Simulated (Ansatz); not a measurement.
# One shape, several levels: BH3Cl− (SMILES [H][B-]([H])([H])Cl)

Aim: a comparison of 6 runs (B2PLYP/STO-3G, BHLYP/STO-3G, PBE/STO-3G, SVWN5/STO-3G, revPBE/STO-3G, CCSD(T)/STO-3G) of BH3Cl−. 

The calculation is run with Ansatz 0.2.0.

6 further runs of the same task are left out: 6 that didn't finish.

## (1) Starting point

The species is BH3Cl− (5 atoms), meant as a singlet with charge -1. SMILES: `[H][B-]([H])([H])Cl`. The H3–B1 distance was set to 1.811 Å, away from the relaxed value. At this shape a bond of the SMILES string is far longer than usual.

Bond lengths: B1–Cl2 1.875 Å, B1–H4 1.208 Å, B1–H5 1.207 Å. Angles: Cl2–B1–H4 106.7°, Cl2–B1–H5 106.7°, H4–B1–H5 112.1°.

## (2) A single-point energy at B2PLYP/STO-3G (run 1)

input.yaml reads:

```yaml
crystal:
  periodic: [false, false, false]
  atoms:
    - {symbol: B, position_ang: [-0.578058, -0.003245, 0.010601]}
    - {symbol: Cl, position_ang: [-0.563178, -0.026015, 1.884941]}
    - {symbol: H, position_ang: [1.152300, 0.011380, -0.522240]}
    - {symbol: H, position_ang: [-1.163418, 1.000825, -0.319389]}
    - {symbol: H, position_ang: [-1.154758, -1.002455, -0.343469]}
basis:
  gaussian: {orbitals: STO-3G}
accuracy: high
total_charge: -1
hamiltonian: {xc: {name: B2PLYP}}
correlation: {frozen_orbitals: {B: 1, Cl: 5, H: 0}}
```

On the command line:

```bash
$ ansatz run input.yaml --threads 1 --pin off --max-ram 2610MiB --events-out events.jsonl --progress --plain --runs-dir runs
```

What it wrote:

```text
Warning: RAYON_NUM_THREADS=1 ignored (pool sized by the plan → 1); use --threads N
Functional definition: B2PLYP
  name "B2PLYP"
  parameter a = 0.53
  parameter c = 0.27
  exchange = (1 - a)*b88_x + a*exact_x
  correlation = (1 - c)*lyp_c + c*(mp2_os + mp2_ss)
281 factors; integrals over basis functions are off by at most 3.5e-8 eV
mean field evaluation 1: about -13091.5637 eV, gradient 1.8e1 eV
mean field evaluation 2: about -13091.5621 eV, gradient 1.7e1 eV
mean field evaluation 4: about -13093.2018 eV, gradient 6.5e-1 eV
mean field evaluation 8: about -13093.2010 eV, gradient 7.1e-4 eV
mean field -13093.20099617 eV, -481.1662617187 hartree, gradient 3.4e-8 eV, S^2 0.000000; 0 other end points of the search recorded, 0 dependent functions left out
6 core orbitals not correlated: weight in the atoms' cores, before any rotation towards them, 1.000 or more for the frozen orbitals, at most 0.000 for the correlated occupied ones
reference -13093.20101259 eV, -481.1662623222 hartree; 7, 7 occupied and 4, 4 virtual orbitals, 281 factors
second order -2.17453061 eV of doubles, -0.00000000 eV of singles
Total energy: -13093.78813585 eV, -481.1878387042 hartree
```

Run time: 1.3 s. Hardware: 1 thread of Intel Xeon Platinum 8259CL at 2.50GHz (Skylake/Cascade Lake), shared host; peak memory 0.12 GiB.

## (3) The energy at BHLYP/STO-3G (run 2)

input.yaml: that of step 2 with these lines changed.

```diff
@@ -9,6 +9,7 @@
 basis:
-  gaussian: {orbitals: STO-3G}
+  gaussian:
+    orbitals: STO-3G
+total_charge: -1
+hamiltonian:
+  xc: {name: BHLYP}
 accuracy: high
-total_charge: -1
-hamiltonian: {xc: {name: B2PLYP}}
-correlation: {frozen_orbitals: {B: 1, Cl: 5, H: 0}}
```

On the command line:

```bash
$ ansatz run input.yaml --threads 1 --pin off --max-ram 2610MiB --events-out events.jsonl --progress --plain --runs-dir runs
```

What it wrote:

```text
Warning: RAYON_NUM_THREADS=1 ignored (pool sized by the plan → 1); use --threads N
Functional definition: BHLYP
  name "BHLYP"
  parameter a = 0.5
  exchange = (1 - a)*b88_x + a*exact_x
  correlation = lyp_c
281 factors; integrals over basis functions are off by at most 3.5e-8 eV
mean field evaluation 1: about -13098.4568 eV, gradient 1.8e1 eV
mean field evaluation 2: about -13099.2799 eV, gradient 1.4e1 eV
mean field evaluation 4: about -13100.0885 eV, gradient 6.8e-2 eV
mean field evaluation 8: about -13100.0674 eV, gradient 9.9e-4 eV
mean field -13100.06736692 eV, -481.4185961896 hartree, gradient 7.5e-8 eV, S^2 0.000000; 0 other end points of the search recorded, 0 dependent functions left out
reference -13100.06738442 eV, -481.4185968329 hartree; 13, 13 occupied and 4, 4 virtual orbitals, 281 factors
Total energy: -13100.06738442 eV, -481.4185968329 hartree
```

It took 1.7 s on 1 thread of Intel Xeon Platinum 8259CL at 2.50GHz (Skylake/Cascade Lake), shared host; peak memory 0.11 GiB.

Runs 3 to 4 aren't shown in full; the table further down has their settings and results.

## (4) The energy at revPBE/STO-3G (run 5)

job.yaml reads:

```yaml
crystal:
  periodic: [false, false, false]
  atoms:
    - {symbol: B, position_ang: [-0.578058, -0.003245, 0.010601]}
    - {symbol: Cl, position_ang: [-0.563178, -0.026015, 1.884941]}
    - {symbol: H, position_ang: [1.152300, 0.011380, -0.522240]}
    - {symbol: H, position_ang: [-1.163418, 1.000825, -0.319389]}
    - {symbol: H, position_ang: [-1.154758, -1.002455, -0.343469]}
basis:
  gaussian: {orbitals: STO-3G}
hamiltonian: {xc: {name: revPBE}}
accuracy: high
total_charge: -1
```

On the command line:

```bash
$ ansatz run job.yaml --threads 1 --pin off --max-ram 2610MiB --events-out events.jsonl --progress --plain --runs-dir runs
```

What it wrote:

```text
Warning: RAYON_NUM_THREADS=1 ignored (pool sized by the plan → 1); use --threads N
Functional definition: revPBE
  name "revPBE"
  parameter kappa = 1.245
  parameter beta = 0.06672455060314922
  exchange = pbe_x(kappa = kappa, mu = beta*pi^2/3)
  correlation = pbe_c(beta = beta)
281 factors; integrals over basis functions are off by at most 3.5e-8 eV
mean field evaluation 1: about -13096.2312 eV, gradient 1.9e1 eV
mean field evaluation 2: about -13092.3406 eV, gradient 3.5e1 eV
mean field evaluation 4: about -13097.9496 eV, gradient 1.7e-1 eV
mean field evaluation 8: about -13097.8753 eV, gradient 9.5e-4 eV
mean field -13097.87527030 eV, -481.3380381250 hartree, gradient 5.3e-8 eV, S^2 0.000000; 0 other end points of the search recorded, 0 dependent functions left out
reference -13097.87527237 eV, -481.3380382008 hartree; 13, 13 occupied and 4, 4 virtual orbitals, 281 factors
Total energy: -13097.87527237 eV, -481.3380382008 hartree
```

It took 1.2 s on 1 thread of Intel Xeon Platinum 8259CL at 2.50GHz (Skylake/Cascade Lake), shared host; peak memory 0.11 GiB.

## (5) The energy at CCSD(T)/STO-3G (run 6)

run.yaml reads:

```yaml
crystal:
  periodic: [false, false, false]
  atoms:
    - symbol: B
      position_ang: [-0.578058, -0.003245, 0.010601]
    - symbol: Cl
      position_ang: [-0.563178, -0.026015, 1.884941]
    - symbol: H
      position_ang: [1.152300, 0.011380, -0.522240]
    - symbol: H
      position_ang: [-1.163418, 1.000825, -0.319389]
    - symbol: H
      position_ang: [-1.154758, -1.002455, -0.343469]
basis:
  gaussian: {orbitals: STO-3G}
total_charge: -1
correlation: {method: ccsd_t, frozen_orbitals: {B: 1, Cl: 5, H: 0}}
accuracy: high
scf: {omitted_lower_state_checks: [cluster_reference, increment]}
```

On the command line:

```bash
$ ansatz run run.yaml --threads 1 --pin off --max-ram 2610MiB --events-out events.jsonl --progress --plain --runs-dir runs
```

What it wrote:

```text
Warning: RAYON_NUM_THREADS=1 ignored (pool sized by the plan → 1); use --threads N
Functional definition: HF
  name "HF"
  exchange = exact_x
  correlation = 0
these checks for a lower state are left out or cut short: cluster_reference, increment
281 factors; integrals over basis functions are off by at most 3.5e-8 eV
mean field evaluation 1: about -13074.3984 eV, gradient 1.8e1 eV
mean field evaluation 2: about -13074.4455 eV, gradient 1.8e1 eV
mean field evaluation 4: about -13076.2157 eV, gradient 1.1e0 eV
mean field evaluation 8: about -13076.2195 eV, gradient 1.8e-4 eV
mean field -13076.21950340 eV, -480.5422033702 hartree, gradient 1.5e-8 eV, S^2 0.000000; 0 other end points of the search recorded, 0 dependent functions left out
6 core orbitals not correlated: weight in the atoms' cores, before any rotation towards them, 1.000 or more for the frozen orbitals, at most 0.000 for the correlated occupied ones
reference -13076.21950340 eV, -480.5422033702 hartree; 7, 7 occupied and 4, 4 virtual orbitals, 281 factors
second order -1.64184615 eV of doubles, -0.00000000 eV of singles
cycle   1  -2.08592205 eV  change   -4.4e-1 eV  update   6.9e-2
cycle   2  -2.38097127 eV  change   -3.0e-1 eV  update   3.0e-2
cycle   3  -2.39131641 eV  change   -1.0e-2 eV  update   4.7e-3
cycle   4  -2.39239343 eV  change   -1.1e-3 eV  update   1.5e-3
cycle   5  -2.39259136 eV  change   -2.0e-4 eV  update   3.6e-4
cycle   6  -2.39255882 eV  change    3.3e-5 eV  update   9.7e-5
cycle   7  -2.39261709 eV  change   -5.8e-5 eV  update   3.0e-5
cycle   8  -2.39264183 eV  change   -2.5e-5 eV  update   4.6e-6
cycle   9  -2.39264090 eV  change    9.3e-7 eV  update   1.2e-6
cycle  10  -2.39264035 eV  change    5.5e-7 eV  update   3.1e-7
cycle  11  -2.39264060 eV  change   -2.5e-7 eV  update   1.0e-7
cycle  12  -2.39264056 eV  change    4.0e-8 eV  update   3.6e-8
cycle  13  -2.39264066 eV  change   -1.0e-7 eV  update   2.0e-8
cycle  14  -2.39264005 eV  change    6.1e-7 eV  update   9.7e-8
cycle  15  -2.39263974 eV  change    3.2e-7 eV  update   3.9e-8
cycle  16  -2.39263971 eV  change    2.1e-8 eV  update   6.1e-9
cycle  17  -2.39263971 eV  change   4.0e-10 eV  update   1.9e-9
cycle  18  -2.39263971 eV  change   5.9e-10 eV  update  5.1e-10
perturbative correction -0.02375569 eV, -0.0008730054 hartree
Total energy: -13078.63589881 eV, -480.6310042633 hartree
Checks for a lower state left out: cluster_reference, increment
```

Run time: 0.26 s. Hardware: 1 thread of Intel Xeon Platinum 8259CL at 2.50GHz (Skylake/Cascade Lake), shared host.

## (6) The series

| run | level | frozen core orbitals | energy (Eh) | wall time |
| --- | --- | --- | --- | --- |
| 1 | B2PLYP/STO-3G | 6 | -481.187839 | 1.3 s |
| 2 | BHLYP/STO-3G | – | -481.418597 | 1.7 s |
| 3 | PBE/STO-3G | – | -481.169583 | 1.7 s |
| 4 | SVWN5/STO-3G | – | -479.563889 | 1.1 s |
| 5 | revPBE/STO-3G | – | -481.338038 | 1.2 s |
| 6 | CCSD(T)/STO-3G | 6 | -480.631004 | 0.26 s |

## (7) What came out

| quantity | value |
| --- | --- |
| run 6: total energy | -480.63100 Eh |
| run 6: correlation energy (6 core orbitals frozen) | -88.8 mEh |
| run 6: (T) correction | -0.87 mEh |
| run 6: T1 diagnostic | 0.012 |

What this shows: Totals of different functionals can't be ranked against each other. In runs 1, 2, 3, 4, 5, 6 the basis is minimal, so the values are rough. All runs together took 7.2 s, the longest 1.7 s.
